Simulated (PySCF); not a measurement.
# One shape, several levels: triplet H3O+

We compute a comparison of 6 runs (U-r2SCAN/aug-cc-pVTZ, U-revPBE/aug-cc-pVTZ, UB3LYP/aug-cc-pVTZ, UBHLYP/aug-cc-pVTZ, UM06-2X/aug-cc-pVTZ, UPBE/aug-cc-pVTZ) of triplet H3O+. 

The results are computed with PySCF 2.14.0.

## 1. Starting point

H3O+: 4 atoms, total charge +1, spin state triplet. SMILES of the parent species: `[OH3+]`. The coordinates come from a PBE0-D4/def2-TZVP relaxation. That shape belongs to the parent species and isn't relaxed for this state.

Bond lengths: O1–H2 0.978 Å, O1–H3 0.978 Å, O1–H4 0.978 Å. Angles: H2–O1–H3 113.0°, H2–O1–H4 113.0°, H3–O1–H4 113.0°.

## 2. A single-point energy at U-r2SCAN/aug-cc-pVTZ (run 1)

File job.py:

```python
from pyscf import gto, dft

mol = gto.M(
    atom=[
    ('O', (0.181970, -0.056700, -0.052760)),
    ('H', (0.219060, 0.918440, 0.015140)),
    ('H', (-0.408890, -0.368290, -0.767380)),
    ('H', (0.007860, -0.493450, 0.805020)),
],
    charge=1,
    max_memory=1860,
    verbose=3,
    spin=2,
    basis='aug-cc-pvtz',
)

calc0 = dft.UKS(mol, xc='r2scan')
calc0.conv_tol = 1e-10
calc0.grids.level = 5
calc0.kernel()
if not calc0.converged:
    calc0 = calc0.newton().run(calc0.mo_coeff, calc0.mo_occ)

e_final = calc0.e_tot
print('Final energy', e_final)
```

On the command line:

```
$ OMP_NUM_THREADS=1 python job.py
```

Output:

```text
WARN: HOMO -0.0497048819141028 >= LUMO -0.466967112175812

WARN: HOMO -0.447522025909917 >= LUMO -0.904830150741583

WARN: HOMO -0.409350164512084 >= LUMO -0.781269515645334

WARN: HOMO -0.392284974824552 >= LUMO -0.746918766506443

WARN: HOMO -0.393877410350207 >= LUMO -0.747171707214399

WARN: HOMO -0.393918647837889 >= LUMO -0.747510888176159

WARN: HOMO -0.393938497190753 >= LUMO -0.747524343564098

WARN: HOMO -0.393928275828962 >= LUMO -0.747512159962742

WARN: HOMO -0.393928232667946 >= LUMO -0.747511394021586

WARN: HOMO -0.393928501032516 >= LUMO -0.747512020572202

converged SCF energy = -76.3008001794993  <S^2> = 2.0030029  2S+1 = 3.0020013
Final energy -76.30080017949933
```

It took 39 s on 1 thread of Arm Neoverse V1, shared host; peak memory 0.65 GiB.

## 3. The energy at U-revPBE/aug-cc-pVTZ (run 2)

File run.py:

```python
from pyscf import gto, dft

system = gto.M(
    atom='O 0.181970 -0.056700 -0.052760; H 0.219060 0.918440 0.015140; H -0.408890 -0.368290 -0.767380; H 0.007860 -0.493450 0.805020',
    charge=1,
    basis='aug-cc-pvtz',
    max_memory=1860,
    verbose=3,
    spin=2,
)

calc0 = dft.UKS(system)
calc0.xc = 'revpbe'
calc0.conv_tol = 1e-10
calc0.grids.level = 5
calc0.kernel()
if not calc0.converged:
    calc0 = calc0.newton().run(calc0.mo_coeff, calc0.mo_occ)

e_tot = calc0.e_tot
print('E = %.10f Eh' % e_tot)
```

On the command line:

```
$ OMP_NUM_THREADS=1 python run.py
```

Output:

```text
WARN: HOMO -0.0657295675939764 >= LUMO -0.446872197820035

WARN: HOMO -0.452797253208965 >= LUMO -0.949819083343757

WARN: HOMO -0.40820012530822 >= LUMO -0.82118799376885

WARN: HOMO -0.384760293165929 >= LUMO -0.780766541609426

WARN: HOMO -0.38555621737731 >= LUMO -0.779087444204864

WARN: HOMO -0.385428723639109 >= LUMO -0.779075643546006

WARN: HOMO -0.38548608545598 >= LUMO -0.779144449439316

WARN: HOMO -0.38548997132963 >= LUMO -0.779151509911321

WARN: HOMO -0.385489157468662 >= LUMO -0.779150061737825

WARN: HOMO -0.385488743987789 >= LUMO -0.7791492398822

converged SCF energy = -76.3176047195317  <S^2> = 2.0013763  2S+1 = 3.0009174
E = -76.3176047195 Eh
```

Run time: 14 s. Hardware: 1 thread of Arm Neoverse V1, shared host; peak memory 0.6 GiB.

## 4. The energy at UB3LYP/aug-cc-pVTZ (run 3)

File job.py:

```python
from pyscf import gto, dft

mol = gto.Mole()
mol.atom = '''
O      0.343873    -0.107147    -0.099702
H      0.413963     1.735600     0.028610
H     -0.772690    -0.695967    -1.450138
H      0.014853    -0.932485     1.521267
'''
mol.verbose = 3
mol.basis = 'aug-cc-pvtz'
mol.spin = 2
mol.max_memory = 1860
mol.unit = 'bohr'
mol.charge = 1
mol.build()

calc0 = dft.UKS(mol)
calc0.xc = 'b3lyp'
calc0.grids.level = 5
calc0.conv_tol = 1e-10
calc0.kernel()
if not calc0.converged:
    calc0 = calc0.newton().run(calc0.mo_coeff, calc0.mo_occ)

e_final = calc0.e_tot
print('E(%s) = %.9f' % ('B3LYP', e_final))
```

On the command line:

```
$ OMP_NUM_THREADS=1 python job.py
```

Output:

```text
WARN: HOMO -0.0621055691679331 >= LUMO -0.480095259436997

WARN: HOMO -0.466579860501135 >= LUMO -0.915977732592891

WARN: HOMO -0.427702311291302 >= LUMO -0.777058426559053

WARN: HOMO -0.410858784992294 >= LUMO -0.736597685749713

WARN: HOMO -0.411245301408117 >= LUMO -0.734654084327053

WARN: HOMO -0.41110825526364 >= LUMO -0.734578118748578

WARN: HOMO -0.411130366181171 >= LUMO -0.73458871871482

WARN: HOMO -0.411127971420649 >= LUMO -0.734580352577629

WARN: HOMO -0.411128048722484 >= LUMO -0.73457936404589

WARN: HOMO -0.411128138290033 >= LUMO -0.734579866102509

converged SCF energy = -76.339509975341  <S^2> = 2.0013254  2S+1 = 3.0008835
E(B3LYP) = -76.339509975
```

Run time: 17 s. Hardware: 1 thread of Arm Neoverse V1, shared host; peak memory 0.6 GiB.

Runs 4 to 5 aren't shown in full; the table further down has their settings and results.

## 5. The energy at UPBE/aug-cc-pVTZ (run 6)

File input.py:

```python
from pyscf import gto, dft

system = gto.M(
    atom='O 0.181970 -0.056700 -0.052760; H 0.219060 0.918440 0.015140; H -0.408890 -0.368290 -0.767380; H 0.007860 -0.493450 0.805020',
    spin=2,
    max_memory=1860,
    verbose=3,
    charge=1,
    basis='aug-cc-pvtz',
)

ks = dft.UKS(system, xc='pbe')
ks.conv_tol = 1e-10
ks.grids.level = 5
ks.kernel()
if not ks.converged:
    ks = ks.newton().run(ks.mo_coeff, ks.mo_occ)

e_tot = ks.e_tot
print('Final energy', e_tot)
```

On the command line:

```
$ OMP_NUM_THREADS=1 python input.py
```

Output:

```text
WARN: HOMO -0.0653950835339998 >= LUMO -0.448863937321864

WARN: HOMO -0.451073550978711 >= LUMO -0.948213074613085

WARN: HOMO -0.408597815881933 >= LUMO -0.826038979064277

WARN: HOMO -0.386089124349027 >= LUMO -0.787887146083014

WARN: HOMO -0.386866538306904 >= LUMO -0.786537748588819

WARN: HOMO -0.386753348320415 >= LUMO -0.786587687453855

WARN: HOMO -0.386808444313846 >= LUMO -0.786650798931445

WARN: HOMO -0.386811862526397 >= LUMO -0.786656337045228

WARN: HOMO -0.386811040276573 >= LUMO -0.786654873390566

WARN: HOMO -0.386810678067185 >= LUMO -0.786654174754508

converged SCF energy = -76.2544772341249  <S^2> = 2.001237  2S+1 = 3.0008246
Final energy -76.25447723412492
```

Run time: 14 s. Hardware: 1 thread of Arm Neoverse V1, shared host; peak memory 0.6 GiB.

## 6. All runs side by side

| run | level | energy (Eh) | HOMO energy (eV) | ⟨S²⟩ | wall time |
| --- | --- | --- | --- | --- | --- |
| 1 | U-r2SCAN/aug-cc-pVTZ | -76.300800 | -10.72 | 2.003 | 39 s |
| 2 | U-revPBE/aug-cc-pVTZ | -76.317605 | -10.49 | 2.001 | 14 s |
| 3 | UB3LYP/aug-cc-pVTZ | -76.339510 | -11.19 | 2.001 | 17 s |
| 4 | UBHLYP/aug-cc-pVTZ | -76.298675 | -11.93 | 2.002 | 18 s |
| 5 | UM06-2X/aug-cc-pVTZ | -76.287254 | -12.12 | 2.002 | 49 s |
| 6 | UPBE/aug-cc-pVTZ | -76.254477 | -10.53 | 2.001 | 14 s |

## 7. Summary of results

```
                                 quantity         value
                      run 6: total energy  -76.25448 Eh
run 6: HOMO energy (highest over α and β)     -10.53 eV
                              run 6: ⟨S²⟩         2.001
```

Totals of different functionals can't be ranked against each other. All runs together took 2.5 min, the longest 49 s.
